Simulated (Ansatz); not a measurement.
# Telling isomers of CH5OSi apart by their spectra

These gas-phase data were calculated for one isomer of CH5OSi at B3LYP/6-31G* (harmonic, unscaled wavenumbers; equilibrium rotational constants with average atomic masses):

```
rotational constants            : 20.74, 6.718, 5.585 GHz
all wavenumbers above 1500 cm⁻¹ : 3797, 3230, 3142, 2263, 2224
```

Candidates:

(1) `[CH2][SiH2]O`, a doublet
(2) `C[SiH]O`, a doublet
(3) `CO[SiH2]`, a doublet

Question: Which structure fits?

Answer: Candidate (1). The band at 3797 cm⁻¹ lies where the O–H stretch is expected; (3) has no mode between 3300 and 4000 cm⁻¹. 2 modes lie between 2000 and 2380 cm⁻¹, one for each Si–H bond, while (2) has 1.

The same quantities for all candidates:

```
     rotational constants (GHz)                     wavenumbers above 1500 cm⁻¹  E above the lowest, B3LYP/6-31G* (kcal/mol)
(1)         20.74, 6.718, 5.585                    3797, 3230, 3142, 2263, 2224                                         11.0
(2)           21.38, 6.73, 5.44                    3798, 3137, 3118, 3044, 2119                                          0.0
(3)           40.01, 5.7, 5.266  3125, 3079, 3021, 2220, 2139, 1532, 1526, 1511                                         15.2
```

Harmonic stretches to hydrogen usually lie a few per cent above observed fundamentals. Each candidate is one conformer. Open shells are spin-unrestricted. Programs: Ansatz 0.2.0.
